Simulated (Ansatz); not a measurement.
A nudged elastic band was laid between two geometries of BH5N2 (8 atoms, charge 0, multiplicity 1).

These are results of RKS LDA/def2-SVP (Ansatz 0.2.0), not measurements.

| Property | Result |
| --- | --- |
| movable images | 7 |
| climbing image | yes |
| spring | 5.0 eV/Å² |
| optimiser | quadratic models (default) |
| start path | through a guess of the saddle point |
| force threshold | 0.03 eV/Å |
| iteration limit | 60 |
| end points | relaxed |

First end point:

```xyz
8
Properties=species:S:1:pos:R:3
B 0.293 0.145 0.022
N 0.591 -0.109 1.373
H -0.091 -0.426 2.064
H 1.531 0.013 1.747
H 1.200 0.522 -0.710
N -0.990 -0.010 -0.536
H -1.812 -0.318 -0.013
H -1.174 0.183 -1.519
```

Last end point:

```xyz
8
Properties=species:S:1:pos:R:3
B -0.655 0.972 -1.801
N 0.643 -0.109 1.327
H 0.230 0.199 2.219
H 1.150 -0.988 1.504
H 1.342 0.598 1.053
N -0.984 0.028 -0.888
H -0.392 -0.093 0.016
H -1.786 -0.607 -1.002
```

Which bonds break or form, and what moves?

Bonds broken: B1–N2, B1–H5. Bonds formed: N2–H5. BH5N2 becomes BH2N + H3N.

What energy profile does the band end with?

It converged. The highest image is number 6 of 0 to 8, 426.9 kJ/mol above the first end and 19.9 kJ/mol above the last; the last end lies 407.0 kJ/mol above the first. Neighbouring images differ by up to 2.7 eV, so the band resolves the path poorly. A vibrational analysis at the climbing image gives one clearly imaginary mode, 278i cm⁻¹: a first-order saddle point. The orbitals stay closed-shell, which can raise the energy where a bond breaks towards radicals; this wasn't checked here.

| image | path coordinate (Å) | energy (kJ/mol) | B1–N2 (Å) | B1–H5 (Å) | N2–H5 (Å) |
| --- | --- | --- | --- | --- | --- |
| 0 | 0.00 | 0.0 | 1.41 | 1.22 | 2.26 |
| 1 | 0.69 | 21.3 | 1.42 | 1.23 | 2.29 |
| 2 | 1.38 | 56.8 | 1.46 | 1.23 | 2.35 |
| 3 | 2.07 | 131.3 | 1.47 | 1.22 | 2.09 |
| 4 | 2.75 | 392.8 | 1.62 | 1.38 | 1.45 |
| 5 | 3.44 | 404.8 | 2.00 | 2.04 | 1.03 |
| 6 | 4.13 | 426.9 | 2.52 | 2.07 | 1.04 |
| 7 | 5.05 | 410.9 | 3.01 | 2.47 | 1.04 |
| 8 | 5.97 | 407.0 | 3.56 | 3.50 | 1.03 |

What is the geometry of the highest image?


```xyz
8
Properties=species:S:1:pos:R:3
B 0.023 0.767 -0.942
N 0.659 -0.102 1.333
H 0.449 0.358 2.231
H 1.299 -0.889 1.516
H 1.190 0.589 0.757
N -1.091 -0.032 -0.872
H -1.166 -0.580 -0.002
H -1.814 -0.111 -1.593
```

Time of the run: 4 min on 1 thread of Arm Neoverse V1 (shared host), peak memory 0.11 GiB.
